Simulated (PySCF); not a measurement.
**SiCl⁻ at UHF-CCSD**

Computed with UHF-CCSD; Si aug-pcseg-1, Cl aug-pcseg-1; no relativity (PySCF 2.14).

```json
{
  "state": "³Σ⁻ (triplet), unpaired electrons π ↑↑",
  "bond length": "2.314 Å",
  "harmonic wavenumber": "321 cm⁻¹",
  "force constant": "0.945 mdyn/Å",
  "rotational constant Be": "0.2025 cm⁻¹",
  "anharmonicity ωexe": "2.32 cm⁻¹",
  "vibration–rotation constant αe": "0.00200 cm⁻¹"
}
```

Correlated steps freeze 10 core orbitals. The state is the lowest determinant that a PBE0 search found; another state may lie lower at other levels.
